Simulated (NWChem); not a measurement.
System: C2H3F; SMILES C=CF

Excerpt of the output:

```
             Northwest Computational Chemistry Package (NWChem) 7.3.0
             --------------------------------------------------------

                             Geometry "geometry" -> ""
                             -------------------------

 Output coordinates in angstroms (scale by  1.889725989 to convert to a.u.)

  No.       Tag          Charge          X              Y              Z
 ---- ---------------- ---------- -------------- -------------- --------------
    1 C                    6.0000    -0.23667400     1.16876000     0.00000000
    2 C                    6.0000     0.42489300     0.01972500     0.00000000
    3 F                    9.0000    -0.18402000    -1.16136500     0.00000000
    4 H                    1.0000    -1.32842900     1.19102300     0.00000000
    5 H                    1.0000     0.31627500     2.10835300     0.00000000
    6 H                    1.0000     1.51584000    -0.07510600     0.00000000

 Effective nuclear repulsion energy (a.u.)      67.6384134860

                                 NWChem DFT Module
                                 -----------------

 Summary of "ao basis" -> "ao basis" (spherical)
 ------------------------------------------------------------------------------
       Tag                 Description            Shells   Functions and Types
 ---------------- ------------------------------  ------  ---------------------
 C                          def2-svp                 6       14   3s2p1d
 F                          def2-svp                 6       14   3s2p1d
 H                          def2-svp                 3        5   2s1p

 in cosmo_initialize ...

 solvent parameters
 solvname_short: unkn
 solvname_long:  unknown
 dielec:       46.7000

          ---------------
          -cosmo- solvent
          ---------------
 Cosmo: York-Karplus, doi: 10.1021/jp992097l
 dielectric constant -eps-     =  46.70
 screen = (eps-1)/(eps    )    =   0.97859
 surface charge correction     = lagrangian

   van der Waals surface
 --------------------------

 ---------- ATOMIC COORDINATES (A.U.) ------------ VDWR(ANG.) --
     1   -0.44724901    2.20863615    0.00000000     2.000
     2    0.80293134    0.03727485    0.00000000     2.000
     3   -0.34774738   -2.19466162    0.00000000     1.720
     4   -2.51036681    2.25070712    0.00000000     1.300
     5    0.59767309    3.98420946    0.00000000     1.300
     6    2.86452224   -0.14192976    0.00000000     1.300
 number of segments per atom =         32
 number of   points per atom =         32
 atom (   nspa,  nppa )
 ----------------------
    1 (     18,     0 )       0
    2 (     12,     0 )       0
    3 (     22,     0 )       0
    4 (     16,     0 )       0
    5 (     16,     0 )       0
    6 (     16,     0 )       0
 number of -cosmo- surface points =      100
 molecular surface =     80.385 angstrom**2
 molecular volume  =     61.287 angstrom**3
 G(cav/disp)       =      1.262 kcal/mol
 -lineq- algorithm             =   0
 -bem- low  level              =   2
 -bem- from -octahedral-
 gaussian surface charge width =   4.50000
 degree of switching           =   1.00000
 switching function tolerance  =   0.00010
 atomic radii =
 --------------
    1  6.000  2.000
    2  6.000  2.000
    3  9.000  1.720
    4  1.000  1.300
    5  1.000  1.300
    6  1.000  1.300
 ...... end of -cosmo- initialization ......

            General Information
            -------------------
          SCF calculation type: DFT
          Wavefunction type:  closed shell.
          No. of atoms     :     6
          No. of electrons :    24
           Alpha electrons :    12
            Beta electrons :    12
          Charge           :     0
          Spin multiplicity:     1
          Use of symmetry is: off; symmetry adaption is: off
          Maximum number of iterations: 150
          AO basis - number of functions:    57
                     number of shells:    27
          Convergence on energy requested:  1.00D-06
          Convergence on density requested:  1.00D-05
          Convergence on gradient requested:  5.00D-04

              XC Information
              --------------
                       M06-2X Method XC Functional
                     Hartree-Fock (Exact) Exchange  0.540
                        M06-2X Exchange Functional  1.000
                      M06-2X Correlation Potential  1.000

             Grid Information
             ----------------
          Grid used for XC integration:  medium
          Radial quadrature: Mura-Knowles
          Angular quadrature: Lebedev.
          Tag              B.-S. Rad. Rad. Pts. Rad. Cut. Ang. Pts.
          ---              ---------- --------- --------- ---------
          C                   0.70       49           8.0       434
          F                   0.50       49           9.0       434
          H                   0.35       45           9.0       434
          Grid pruning is: on
          Number of quadrature shells:   282
          Spatial weights used:  Erf1

      Superposition of Atomic Density Guess
      -------------------------------------

 Sum of atomic energies:        -176.03996945

      Non-variational initial energy
      ------------------------------

 Total energy =    -177.356868
 1-e energy   =    -375.001814
 2-e energy   =     130.006532
 HOMO         =      -0.305612
 LUMO         =       0.045304

   convergence    iter        energy       DeltaE   RMS-Dens  Diis-err
 ---------------- ----- ----------------- --------- --------- ---------
     COSMO gas phase
 d= 0,ls=0.0,diis     1   -177.5661323767 -2.45D+02  1.20D-02  3.54D-01
 d= 0,ls=0.0,diis     2   -177.5794621751 -1.33D-02  5.60D-03  3.22D-01
 d= 0,ls=0.0,diis     3   -177.6107761793 -3.13D-02  1.10D-03  6.09D-03
 d= 0,ls=0.0,diis     4   -177.6115003533 -7.24D-04  3.26D-04  5.65D-04
 d= 0,ls=0.0,diis     5   -177.6115613376 -6.10D-05  1.32D-04  1.18D-04
  Resetting Diis
 d= 0,ls=0.0,diis     6   -177.6115733124 -1.20D-05  2.32D-05  3.26D-06
 d= 0,ls=0.0,diis     7   -177.6115736712 -3.59D-07  9.17D-06  2.22D-07

   convergence    iter        energy       DeltaE   RMS-Dens  Diis-err
 ---------------- ----- ----------------- --------- --------- ---------
     COSMO solvation phase
 d= 0,ls=0.0,diis     1   -177.6147661862 -3.19D-03  1.40D-03  1.20D-03
 d= 0,ls=0.0,diis     2   -177.6150857283 -3.20D-04  2.89D-04  2.82D-04
 d= 0,ls=0.0,diis     3   -177.6151074111 -2.17D-05  1.20D-04  8.26D-05
 d= 0,ls=0.0,diis     4   -177.6151151247 -7.71D-06  3.14D-05  3.71D-06
 d= 0,ls=0.0,diis     5   -177.6151155328 -4.08D-07  8.14D-06  2.58D-07

         Total DFT energy =     -177.615115532775
      One electron energy =     -377.217967612650
           Coulomb energy =      154.165353439558
    Exchange-Corr. energy =      -22.300304170085
 Nuclear repulsion energy =       67.638413486004

             COSMO energy =        0.099389324398

 Numeric. integr. density =       24.000001582431

                                   COSMO solvation results
                                   -----------------------

                 gas phase energy =      -177.611573671250
                 sol phase energy =      -177.615115532775
 (electrostatic) solvation energy =         0.003541861525 (    2.22 kcal/mol)

                       DFT Final Molecular Orbital Analysis
                       ------------------------------------

 Vector   10  Occ=2.000000D+00  E=-4.750516D-01
              MO Center= -1.6D-01,  8.6D-01, -3.8D-11, r^2= 2.2D+00
   Bfn.  Coefficient  Atom+Function         Bfn.  Coefficient  Atom+Function
  ----- ------------  ---------------      ----- ------------  ---------------
    48      0.338030  5 H  s                  5      0.318688  1 C  py
    33     -0.269133  3 F  py                 4      0.248438  1 C  px
    43     -0.215271  4 H  s                 32      0.209335  3 F  px
    36      0.188968  3 F  py                35     -0.144875  3 F  px
    49      0.138091  5 H  s                  8      0.120811  1 C  py

 Vector   11  Occ=2.000000D+00  E=-4.435122D-01
              MO Center=  1.7D-01,  6.7D-02, -6.0D-10, r^2= 2.2D+00
   Bfn.  Coefficient  Atom+Function         Bfn.  Coefficient  Atom+Function
  ----- ------------  ---------------      ----- ------------  ---------------
    32      0.361508  3 F  px                53      0.318698  6 H  s
    18      0.300614  2 C  px                 4     -0.276824  1 C  px
    35     -0.254371  3 F  px                43      0.230532  4 H  s
    54      0.143457  6 H  s                 19     -0.136855  2 C  py
     3     -0.129009  1 C  s                 44      0.127197  4 H  s

 Vector   12  Occ=2.000000D+00  E=-3.261713D-01
              MO Center=  1.9D-02,  5.1D-01, -4.1D-09, r^2= 1.6D+00
   Bfn.  Coefficient  Atom+Function         Bfn.  Coefficient  Atom+Function
  ----- ------------  ---------------      ----- ------------  ---------------
     6      0.417009  1 C  pz                20      0.378552  2 C  pz
     9      0.310049  1 C  pz                34      0.259393  3 F  pz
    23      0.221621  2 C  pz                37     -0.214756  3 F  pz
    25      0.025437  2 C  d -1

 Vector   13  Occ=0.000000D+00  E= 5.688762D-02
              MO Center=  1.1D-01,  5.5D-01, -7.1D-09, r^2= 2.1D+00
   Bfn.  Coefficient  Atom+Function         Bfn.  Coefficient  Atom+Function
  ----- ------------  ---------------      ----- ------------  ---------------
     9      0.671563  1 C  pz                23     -0.674122  2 C  pz
    20     -0.470992  2 C  pz                 6      0.382496  1 C  pz
    37      0.201226  3 F  pz                34     -0.179830  3 F  pz

 Vector   14  Occ=0.000000D+00  E= 1.358289D-01
              MO Center=  1.2D+00,  1.0D+00,  1.8D-09, r^2= 4.2D+00
   Bfn.  Coefficient  Atom+Function         Bfn.  Coefficient  Atom+Function
  ----- ------------  ---------------      ----- ------------  ---------------
    54      1.527543  6 H  s                 49      1.370811  5 H  s
    17     -0.994831  2 C  s                  3     -0.847194  1 C  s
    21     -0.689774  2 C  px                 8     -0.536376  1 C  py
    18     -0.260504  2 C  px                 5     -0.175463  1 C  py
    31     -0.164674  3 F  s                 22     -0.138805  2 C  py

 Vector   15  Occ=0.000000D+00  E= 1.501990D-01
              MO Center= -1.2D+00,  1.2D+00,  3.5D-10, r^2= 3.8D+00
   Bfn.  Coefficient  Atom+Function         Bfn.  Coefficient  Atom+Function
  ----- ------------  ---------------      ----- ------------  ---------------
     3      2.147744  1 C  s                 44     -2.015507  4 H  s
    49     -0.732450  5 H  s                  7     -0.621238  1 C  px
    54      0.498051  6 H  s                 17     -0.458825  2 C  s
    22     -0.269971  2 C  py                 2      0.206633  1 C  s
     4     -0.191092  1 C  px                 8      0.183449  1 C  py

     Multipole analysis of the density
     ---------------------------------

     L   x y z        total         alpha         beta         nuclear
     -   - - -        -----         -----         ----         -------
     0   0 0 0     -0.000000    -12.000000    -12.000000     24.000000

     1   1 0 0      0.359907      0.201856      0.201856     -0.043804
     1   0 1 0      0.522053      0.352777      0.352777     -0.183502
     1   0 0 1      0.000000      0.000000      0.000000      0.000000

     2   2 0 0    -11.169378    -16.095379    -16.095379     21.021379
     2   1 1 0     -0.411710      1.071147      1.071147     -2.554003
     2   1 0 1      0.000000      0.000000      0.000000      0.000000
     2   0 2 0    -12.901949    -53.243668    -53.243668     93.585387
     2   0 1 1      0.000000      0.000000      0.000000      0.000000
     2   0 0 2    -13.983418     -6.991709     -6.991709      0.000000
```

Level: M06-2X/def2-SVP, COSMO on the gas-phase geometry. Structure relaxed at the PBE0/def2-SVP level. COSMO prints the solvation energy as gas minus solution, so a positive value is a stabilisation.

Write an input that gives this output.

Several could match; the one computed here: the input that was run:
```
start job
memory heap 200 mb stack 900 mb global 1100 mb
geometry units angstroms noautosym nocenter noautoz
  C     -0.236674     1.168760     0.000000
  C      0.424893     0.019725     0.000000
  F     -0.184020    -1.161365     0.000000
  H     -1.328429     1.191023     0.000000
  H      0.316275     2.108353     0.000000
  H      1.515840    -0.075106     0.000000
end
basis spherical
  C library def2-svp
  F library def2-svp
  H library def2-svp
end
dft
  xc m06-2x
  iterations 150
end
cosmo
  dielec 46.7
end
task dft energy
```
